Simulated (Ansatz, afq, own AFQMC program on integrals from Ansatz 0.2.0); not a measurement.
## GeNH₃, singlet: AFQMC among the cluster methods

```yaml
atoms:
  - { symbol: Ge, position_ang: [0.0000, 0.0116, 0.2473] }
  - { symbol: N, position_ang: [0.0000, -0.1189, -1.3132] }
  - { symbol: H, position_ang: [0.0000, 1.2907, 1.1096] }
  - { symbol: H, position_ang: [0.0000, -1.2764, 1.0711] }
  - { symbol: H, position_ang: [0.0000, 0.8001, -1.7561] }
```

Connectivity, by distances: GeH2–NH.

Basis cc-pVDZ. Only valence electrons are correlated. Ansatz 0.2.0 and our own AFQMC program on the same integrals; the CISD trial comes from CCSD amplitudes, and released means the phaseless constraint is let go. Uncertainties: one standard error, sampling alone. No spin–orbit coupling.

Determinant: RHF, the one that the program's search chose, which needn't be the lowest solution. The geometry is a point of a scan.

No full CI on the walks' own integrals is used here; CCSDT(Q) serves as the reference and is uncertain by about the last step of the cluster series.

Cautions: no relativity below Rb; no spin-orbit coupling; inner d shell frozen.

```
T1 diagnostic                               : 0.0184
weight of the determinant in the CISD state : 0.872
size of the correlated space                : 12 electrons in 41 orbitals
```

| level | correlation energy (eV) |
| --- | --- |
| MP2 | -7.3507 |
| CCSD | -7.9374 |
| CCSD(T) | -8.2104 |

(1) Estimate where AFQMC with the constraint released lies against CCSD(T) on the same integrals.

(1) 3.22 ± 0.90 mEh below CCSD(T).

Reference: CCSDT(Q), correlation energy -8.258 eV. The released energy is read at 2.40 1/Eh (meV from the phaseless value at times in 1/Eh: -47 ± 19 at 0.24, -55 ± 17 at 0.51, -53 ± 18 at 0.99, -70 ± 22 at 1.62, -92 ± 25 at 2.40).

```tsv
level	E − E(reference) (mEh)	share of correlation (%)
CCSD(T)	1.76	99.42
CCSDT	1.09	99.64
ph-AFQMC/HF	-2.67 ± 2.94	100.88
ph-AFQMC/CISD	1.93 ± 0.67	99.36
released AFQMC	-1.47 ± 0.90	100.48
```

A walk keeps the symmetry of its determinant, which the program's search chose and which needn't be the lowest solution, so a lower state of the same spin and another symmetry isn't excluded. Released energies are given only where the last usable release times agree within the noise; a slower fall can still hide under it.
